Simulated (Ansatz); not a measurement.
Cost and result for the atomization energy of `[CH2]CC(F)F` radical (10 atoms, 9 bonds).

Cartesian coordinates in Å:
```
C -0.297 -0.479 1.311
C -0.268 -0.498 -0.168
C 0.497 0.660 -0.758
F -0.081 1.838 -0.402
F 0.467 0.594 -2.115
H -0.331 -1.401 1.874
H -0.428 0.455 1.842
H -1.283 -0.445 -0.593
H 0.178 -1.422 -0.546
H 1.546 0.698 -0.445
```

Charge 0, multiplicity 2. The geometry is a stationary point of PBE0-D4/def2-TZVP. It is one conformer, not always the lowest. Program: Ansatz. All runs use 4 threads of an AMD EPYC 7B13 on a shared host. Times are those of one run each, without the atoms' runs, and a repeat can differ threefold. Electronic energies, without spin–orbit coupling; frozen cores. CCSD(T)/CBS adds CCSD(T) − MP2 in def2-TZVPP to the MP2 limit, and its time is that of the two runs behind it. T1 = 0.012; ⟨S²⟩ of the reference is 0.76. B3LYP takes the VWN-RPA correlation (the form of Gaussian; ORCA's B3LYP/G). HSE06 is the plane-wave form, built on full-range PBE exchange.

CCSD(T)/CBS is a level of theory with its own doubt, some kJ/mol a heavy atom from the limit and from the frozen cores, so smaller differences don't rank the functionals.

```tsv
level	functions	wall time	atomization (kJ/mol)	difference from CCSD(T)/CBS	per bond
LDA (SPW92)/def2-TZVPP	225	1.1 s	4500.0	639.0	71.0
revPBE-D4/def2-TZVPP	225	2.1 s	3873.8	12.8	1.4
BLYP-D4/def2-TZVPP	225	2.1 s	3868.9	7.9	0.9
PBE0-D4/def2-TZVPP	225	3.2 s	3902.1	41.1	4.6
HSE06-D4/def2-TZVPP	225	3.3 s	3905.3	44.3	4.9
B3LYP-D4/def2-TZVPP (with forces)	225	3.5 s	3866.1	5.1	0.6
r2SCANh-D4/def2-TZVPP	225	4.6 s	3873.0	12.0	1.3
PBE-QIDH/def2-TZVPP	225	5.5 s	3860.6	-0.4	0.0
ωB97M-V/def2-TZVPP (with forces)	225	8.5 s	3876.9	15.9	1.8
CCSD(T)/def2-SVP	95	12 s	3703.3	-157.7	-17.5
MP2/def2-QZVPP	435	20 s	3903.8	42.8	4.8
CCSD(T)/def2-TZVPP	225	11 min	3770.7	-90.3	-10.0
CCSD(T)/CBS(def2)	–	11 min	3861.0	0.0	0.0
```

At CCSD(T), def2-SVP lies −157.7 kJ/mol from the extrapolated value and def2-TZVPP −90.3 kJ/mol: correlation converges slowly with the basis, and small sets miss more of it in the bonded molecule than in its fragments. The D4 term adds +22.8 kJ/mol with B3LYP and +11.9 kJ/mol with PBE0; it sums over pairs of atoms, weighted by their polarisabilities, and B3LYP, whose exchange is more repulsive, gets the larger term. In def2-TZVPP, CCSD(T) changes the Hartree–Fock value by +921.2 kJ/mol (the triples alone add +54.6 kJ/mol) and MP2 by +1001.2 kJ/mol; breaking electron pairs costs correlation energy, which Hartree–Fock lacks.
